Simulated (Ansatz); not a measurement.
A made-up structure of CH$_{4}$NSi (charge +1), closed shell:

C1  (-1.153, 0.283, -1.018)
Si2  (1.245, -0.309, 0.931)
N3  (-0.270, 0.076, 0.441)
H4  (-1.900, -0.475, -1.261)
H5  (-1.440, 1.302, -1.286)
H6  (1.625, -0.388, 2.297)
H7  (2.305, -0.595, 0.031)
(Å)

It is relaxed with PBE-D4/def2-SVP and then PBE0-D4/def2-TZVP (Ansatz 0.2.0). Atoms count as bonded within 1.22 times the sum of their covalent radii (H–H: 0.88 Å). The end point is not checked to be a true minimum.

**Question.** Does its bonding change? (Judge from chemistry; the calculation decides.)

**Answer.** By the calculation: No: no bond forms or breaks.

Where it ends: The first stage lowers the energy by 3.60 eV in 9 steps. It ends as CH₄NSi ([CH2][N][SiH2]), total charge +1:
```xyz
7
angstrom
C -1.1288 0.2814 -0.7299
Si 1.2369 -0.3088 0.7624
N -0.0949 0.0234 -0.0775
H -1.8272 -0.5117 -1.0090
H -1.3570 1.3056 -1.0356
H 1.1359 -0.2626 2.2251
H 2.4473 -0.6317 -0.0007
```

Labels in which every atom is bracketed show which atoms are joined, not bond orders.

For scale, one of the runs: PBE0-D4/def2-TZVP relaxation, 123 basis functions, launched by `ansatz run in.yaml --threads 2 --pin off --events-out ev --progress --plain --max-ram 4352MiB`. Hardware: 2 CPU threads of an Arm Neoverse V2, shared host. Wall time about 9.5 s.
